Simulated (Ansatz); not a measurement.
**Isomers**

Structures of BSiNH$_{3}$, doublet, relaxed at PBE0-D4/def2-TZVP (vibrations not checked; lower isomers may exist, and structures with a doubtful reference or unclear bonds are left out). Computed with Ansatz 0.2.0 (basis: def2-TZVPP); correlated methods freeze the cores; orbitals are unrestricted. B3LYP uses VWN-RPA correlation.

Rank them by CCSD(T) energy, lowest first, and give each one's height above the lowest. Links in brackets join atoms within 1.22 times the sum of their covalent radii (1.1 for two metals). (To be estimated.)
A.
BSiNH₃ ([BH][N][SiH2])
```
6
angstrom
B -0.0922 -1.6954 -0.0932
N 0.0737 -0.4576 -0.0277
Si 0.4682 1.1911 0.0489
H -0.2526 -2.8544 -0.1541
H -0.1083 1.9200 -1.1143
H -0.0060 1.7821 1.3304
```
B.
BSiNH₃ ([N][B][SiH3])
```
6
angstrom
N 1.0127 -2.2128 1.0533
B 0.5296 -1.1094 0.5401
Si -0.2364 0.5411 -0.2509
H -1.4394 0.1273 -1.0177
H 0.7532 1.1737 -1.1561
H -0.6196 1.4802 0.8312
```
C.
BSiNH₃ ([B]1[NH][SiH2]1)
```
6
angstrom
B -1.4059 -0.6522 0.0215
N -0.0962 -1.0132 -0.0539
Si -0.0588 0.7640 0.0462
H 0.4943 -1.8277 -0.1253
H 0.4823 1.4342 -1.1609
H 0.5842 1.2949 1.2724
```
D.
BSiNH₃ ([BH]1[NH][SiH]1)
```
6
angstrom
B -0.8454 -0.2970 -0.3448
N 0.4086 0.2299 -0.5622
Si 0.0073 0.6966 1.0964
H -1.6474 -0.9278 -0.9509
H 1.0904 0.2095 -1.3063
H 0.9866 0.0889 2.0677
```

By the calculation: A (0.00 kcal/mol), D (19.47 kcal/mol), C (33.69 kcal/mol), B (55.54 kcal/mol). Heights count from the lowest.

Do PBE-D4, r2SCAN-D4, PBE0-D4, B3LYP-D4, wB97M-V, HF, MP2 give the same order? (Judge from chemistry; the calculation decides.)

Computed: All do.

No T1 diagnostic of these runs exceeds 0.026. ⟨S²⟩ of the unrestricted Hartree–Fock references: 0.76 to 0.81 (a pure state has 0.75). The unrestricted reference is spin-contaminated, which hurts MP2 most.

For scale, one of the runs: CCSD(T)/def2-TZVPP, 146 basis functions, launched by `ansatz run in.yaml --threads 2 --pin off --events-out ev --progress --plain --max-ram 4352MiB`. Hardware: 2 CPU threads of an Arm Neoverse V2, shared host. Wall time 42 s; peak host memory 1.9 GiB.
